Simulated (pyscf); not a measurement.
# Concerted two-bond exchange: Cl–GeH: (SMILES [Cl][GeH]) [singlet] + H₂O (SMILES O) → O=GeH–Cl (SMILES [O]=[GeH][Cl]) + H₂ (SMILES [H][H])

Gas phase, singlet surface, charge 0. Bonds broken: O4–H5, O4–H6. Bonds formed: Ge1–O4, H5–H6. Single points on ωB97X-D3(BJ)/def2-SVP structures (PySCF, gas phase).

Transition state (Å):

```xyz
6

Ge    -0.0736     1.3965    -0.1413
Cl     1.6801     1.7125    -1.3865
H      0.5121     1.6401     1.2857
O     -0.5843    -0.3272    -0.3342
H      0.2268    -1.6363    -0.1595
H     -0.4118    -1.1903     0.4022
```

One imaginary mode, 1548i cm⁻¹; descent along it reached the two sides named, in the forms told below.

```tsv
bond	change	reactant side (Å)	saddle	product side
O4–H5	breaks	0.975	1.550	3.2
O4–H6	breaks	0.968	1.148	2.410
Ge1–O4	forms	2.260	1.808	1.622
H5–H6	forms	1.537	0.960	0.762
```

Electronic energies relative to the separated reactants (kcal/mol):

```json
[
 {"level": "ωB97X-D3(BJ)/def2-TZVP", "barrier": "80.6", "reaction energy": "+18.8", "reverse barrier": "61.7"},
 {"level": "PBE/def2-TZVP", "barrier": "57.8", "reaction energy": "+16.1", "reverse barrier": "41.7"},
 {"level": "r²SCAN/def2-TZVP", "barrier": "60.9", "reaction energy": "+14.2", "reverse barrier": "46.7"},
 {"level": "B3LYP-D3(BJ)/def2-TZVP", "barrier": "69.0", "reaction energy": "+20.5", "reverse barrier": "48.5"},
 {"level": "PBE0-D3(BJ)/def2-TZVP", "barrier": "69.8", "reaction energy": "+20.7", "reverse barrier": "49.2"},
 {"level": "M06-2X/def2-TZVP", "barrier": "77.7", "reaction energy": "+18.9", "reverse barrier": "58.8"},
 {"level": "ωB97M-D3(BJ)/def2-TZVP", "barrier": "80.6", "reaction energy": "+23.2", "reverse barrier": "57.4"},
 {"level": "HF/def2-TZVP", "barrier": "109.9", "reaction energy": "+31.0", "reverse barrier": "79.0"}
]
```

With ωB97M-D3(BJ)/def2-TZVP energies and thermal terms (ideal gas, 1 atm, RRHO with modes under 100 cm⁻¹ raised to 100, one conformer, R ln 2 for chiral ones without a mode under 150 cm⁻¹), in kcal/mol:

```
T (K)   ΔH‡    ΔG‡     ΔH     ΔG
-----  ----  -----  -----  -----
298    75.3   85.6  +19.1  +21.4
600    75.9   95.9  +19.9  +23.5
900    77.0  105.8  +20.9  +25.1
1200   78.2  115.2  +21.7  +26.4
```

On the reactant side the descent ends in a bound adduct, 16.5 kcal/mol under the separated species and 97.1 kcal/mol under the saddle at ωB97X-D3(BJ)/def2-TZVP. The same reactants have a lower exit, to HO–Ge:–Cl [singlet] + H₂ (barrier +8.0 kcal/mol at ωB97M-D3(BJ)/def2-TZVP, against +80.6 kcal/mol here). O=GeH–Cl lies 46.8 kcal/mol over its isomer HO–Ge:–Cl [singlet] (electronic energy, ωB97M-D3(BJ)/def2-TZVP). This is the saddle that the search found; another between the same sides may lie lower. One closed-shell reference is unstable to symmetry breaking; treat the single-reference values with care. Elements up to Kr have no core potential and no relativistic terms here.
